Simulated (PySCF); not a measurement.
# Atomic charges against the basis set

Compound: ozone, O₃.
Geometry (PBE0-D3(BJ)/def2-SVP, Å), atoms numbered from 1 in this order:
```
atom  x, y, z in Å
O1    -1.046   -0.244   -0.004
O2    -0.005    0.418   -0.023
O3     1.074   -0.180    0.002
```

PBE0 throughout (PySCF), one geometry, spherical d and f functions. Geometry: PBE0-D3(BJ)/def2-SVP; no solvent, vibrations or thermal averaging. Atoms taken as equivalent share a column and are averaged.

Mulliken charges (e):

```json
{"basis": "STO-3G", "functions": "15", "O1/O3": "-0.076", "O2": "+0.152"}
{"basis": "6-31G", "functions": "27", "O1/O3": "-0.067", "O2": "+0.133"}
{"basis": "pcSseg-0", "functions": "27", "O1/O3": "-0.051", "O2": "+0.101"}
{"basis": "6-31G*", "functions": "42", "O1/O3": "-0.125", "O2": "+0.250"}
{"basis": "def2-SVP", "functions": "42", "O1/O3": "-0.108", "O2": "+0.215"}
{"basis": "cc-pVDZ", "functions": "42", "O1/O3": "-0.111", "O2": "+0.222"}
{"basis": "pcSseg-1", "functions": "51", "O1/O3": "-0.124", "O2": "+0.247"}
{"basis": "aug-cc-pVDZ", "functions": "69", "O1/O3": "-0.196", "O2": "+0.393"}
{"basis": "6-311+G(2d,p)", "functions": "81", "O1/O3": "-0.136", "O2": "+0.271"}
{"basis": "cc-pVTZ", "functions": "90", "O1/O3": "-0.140", "O2": "+0.280"}
{"basis": "def2-TZVP", "functions": "93", "O1/O3": "-0.155", "O2": "+0.309"}
{"basis": "IGLO-III", "functions": "105", "O1/O3": "-0.119", "O2": "+0.238"}
{"basis": "pcSseg-3", "functions": "216", "O1/O3": "-0.163", "O2": "+0.326"}
```

IAO charges (e):

```
        basis  functions   O1/O3      O2
       STO-3G         15  -0.114  +0.228
        6-31G         27  -0.165  +0.330
     pcSseg-0         27  -0.156  +0.313
       6-31G*         42  -0.188  +0.376
     def2-SVP         42  -0.184  +0.369
      cc-pVDZ         42  -0.184  +0.367
     pcSseg-1         51  -0.188  +0.376
  aug-cc-pVDZ         69  -0.193  +0.386
6-311+G(2d,p)         81  -0.192  +0.385
      cc-pVTZ         90  -0.192  +0.385
    def2-TZVP         93  -0.193  +0.385
     IGLO-III        105  -0.192  +0.385
     pcSseg-3        216  -0.194  +0.388
```

Hirshfeld charges (e):

```
        basis  functions   O1/O3      O2
       STO-3G         15  -0.108  +0.216
        6-31G         27  -0.108  +0.217
     pcSseg-0         27  -0.108  +0.216
       6-31G*         42  -0.110  +0.220
     def2-SVP         42  -0.114  +0.229
      cc-pVDZ         42  -0.113  +0.227
     pcSseg-1         51  -0.109  +0.217
  aug-cc-pVDZ         69  -0.104  +0.207
6-311+G(2d,p)         81  -0.104  +0.208
      cc-pVTZ         90  -0.107  +0.215
    def2-TZVP         93  -0.106  +0.212
     IGLO-III        105  -0.104  +0.209
     pcSseg-3        216  -0.104  +0.208
```

ESP-fitted charges (e):

| basis | functions | O1/O3 | O2 |
| --- | --- | --- | --- |
| STO-3G | 15 | -0.084 | +0.168 |
| 6-31G | 27 | -0.108 | +0.216 |
| pcSseg-0 | 27 | -0.101 | +0.202 |
| 6-31G* | 42 | -0.121 | +0.241 |
| def2-SVP | 42 | -0.126 | +0.252 |
| cc-pVDZ | 42 | -0.122 | +0.245 |
| pcSseg-1 | 51 | -0.124 | +0.249 |
| aug-cc-pVDZ | 69 | -0.124 | +0.248 |
| 6-311+G(2d,p) | 81 | -0.131 | +0.263 |
| cc-pVTZ | 90 | -0.126 | +0.252 |
| def2-TZVP | 93 | -0.131 | +0.262 |
| IGLO-III | 105 | -0.124 | +0.249 |
| pcSseg-3 | 216 | -0.126 | +0.252 |

Which scheme is steadiest as the basis changes?

Largest range over the bases for any column: Hirshfeld 0.02 e, ESP-fitted 0.09 e, IAO 0.16 e, Mulliken 0.29 e. Hirshfeld charges move least and Mulliken charges most, counted in e. Without the minimal STO-3G basis the ranges are Hirshfeld 0.02, ESP-fitted 0.06, IAO 0.08, Mulliken 0.29 e.

How much do the charges still move between the two largest bases, IGLO-III and pcSseg-3?

At most, over all atoms: Mulliken 0.088 e, IAO 0.004 e, Hirshfeld 0.001 e, ESP-fitted 0.003 e.

What do the same runs give for the total energy, the frontier levels and the dipole moment?

```json
{"basis": "STO-3G", "energy (Eh)": "-222.1310", "HOMO (eV)": "-4.91", "LUMO (eV)": "-0.48", "μ (D)": "0.39"}
{"basis": "6-31G", "energy (Eh)": "-225.0734", "HOMO (eV)": "-9.58", "LUMO (eV)": "-5.01", "μ (D)": "0.50"}
{"basis": "pcSseg-0", "energy (Eh)": "-224.5826", "HOMO (eV)": "-9.65", "LUMO (eV)": "-5.13", "μ (D)": "0.46"}
{"basis": "6-31G*", "energy (Eh)": "-225.1706", "HOMO (eV)": "-9.30", "LUMO (eV)": "-4.46", "μ (D)": "0.64"}
{"basis": "def2-SVP", "energy (Eh)": "-224.9984", "HOMO (eV)": "-9.44", "LUMO (eV)": "-4.65", "μ (D)": "0.65"}
{"basis": "cc-pVDZ", "energy (Eh)": "-225.1941", "HOMO (eV)": "-9.25", "LUMO (eV)": "-4.44", "μ (D)": "0.64"}
{"basis": "pcSseg-1", "energy (Eh)": "-225.1578", "HOMO (eV)": "-9.58", "LUMO (eV)": "-4.77", "μ (D)": "0.64"}
{"basis": "aug-cc-pVDZ", "energy (Eh)": "-225.2204", "HOMO (eV)": "-9.74", "LUMO (eV)": "-4.89", "μ (D)": "0.67"}
{"basis": "6-311+G(2d,p)", "energy (Eh)": "-225.2549", "HOMO (eV)": "-9.75", "LUMO (eV)": "-4.90", "μ (D)": "0.71"}
{"basis": "cc-pVTZ", "energy (Eh)": "-225.2653", "HOMO (eV)": "-9.50", "LUMO (eV)": "-4.63", "μ (D)": "0.67"}
{"basis": "def2-TZVP", "energy (Eh)": "-225.2786", "HOMO (eV)": "-9.64", "LUMO (eV)": "-4.77", "μ (D)": "0.70"}
{"basis": "IGLO-III", "energy (Eh)": "-225.2787", "HOMO (eV)": "-9.69", "LUMO (eV)": "-4.84", "μ (D)": "0.66"}
{"basis": "pcSseg-3", "energy (Eh)": "-225.2922", "HOMO (eV)": "-9.69", "LUMO (eV)": "-4.83", "μ (D)": "0.66"}
```

The dipole is fixed by the density alone, so its range of 0.32 D shows that the density itself changes with the basis, not only its division among atoms.
